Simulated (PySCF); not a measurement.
**Basis-set dependence of excited states**

Species: octatetraene, C₈H₁₀.
Z-matrix (Å and degrees, PBE0-D3(BJ)/def2-SVP geometry), rows numbered from 1:
```
C 
C   1  1.3433
C   2  1.4447  1  124.43
C   3  1.3546  2  124.21  1   180.00
C   4  1.4379  3  124.35  2  -180.00
C   5  1.3546  4  124.34  3   179.99
C   6  1.4447  5  124.23  4  -179.99
C   7  1.3433  6  124.41  5   179.98
H   1  1.0945  2  121.16  3    -0.01
H   1  1.0923  2  121.61  3   179.98
H   2  1.0969  1  119.16  3  -179.99
H   3  1.0972  2  117.00  1     0.00
H   4  1.0972  3  118.66  2     0.01
H   5  1.0972  4  117.00  3    -0.00
H   6  1.0972  5  118.77  4     0.01
H   7  1.0969  6  116.42  5    -0.01
H   8  1.0945  7  121.15  6     0.01
H   8  1.0923  7  121.61  6  -179.98
```

TDDFT with PBE0 (PySCF), vertical singlets, core orbitals frozen in the response, spherical d and f functions. One conformer (not necessarily the lowest) at the PBE0-D3(BJ)/def2-SVP geometry, without solvent, vibrations or thermal averaging.

Problem. How do the low singlets change with the basis? Take 6-31G*, def2-SVP, 6-31+G*, def2-SVPD and aug-cc-pVDZ.

Solution. 

```
      basis  functions  diffuse  S1 (eV)  S2 (eV)  S3 (eV)  S4 (eV)  S5 (eV)  LUMO (eV)  α (au)
     6-31G*        132       no     4.20     5.14     6.38     6.51     6.78      -1.48   122.7
   def2-SVP        162       no     4.17     5.10     6.31     6.45     6.55      -1.74   128.9
    6-31+G*        164      yes     4.07     5.04     5.32     5.61     5.76      -1.77   140.8
  def2-SVPD        240      yes     4.09     5.06     5.82     6.12     6.14      -1.85   143.3
aug-cc-pVDZ        274      yes     4.04     5.02     5.15     5.20     5.40      -1.83   147.2
```

States are compared by their number. Against the largest diffuse basis here (aug-cc-pVDZ, itself not a converged limit), sets without diffuse functions differ by up to 0.16 eV in S1 and 1.38 eV in S5; the smaller diffuse sets differ by up to 0.05 and 0.74 eV. State by state, the largest deviation of a set without diffuse functions is S1 0.16, S2 0.12, S3 1.23, S4 1.31, S5 1.38 eV. The same number needn't mean the same state in each row. Against aug-cc-pVDZ the polarisability deviates by -17% in 6-31G*, -12% in def2-SVP, -4% in 6-31+G*, -3% in def2-SVPD. A single + in a Pople set puts diffuse functions on heavy atoms only.
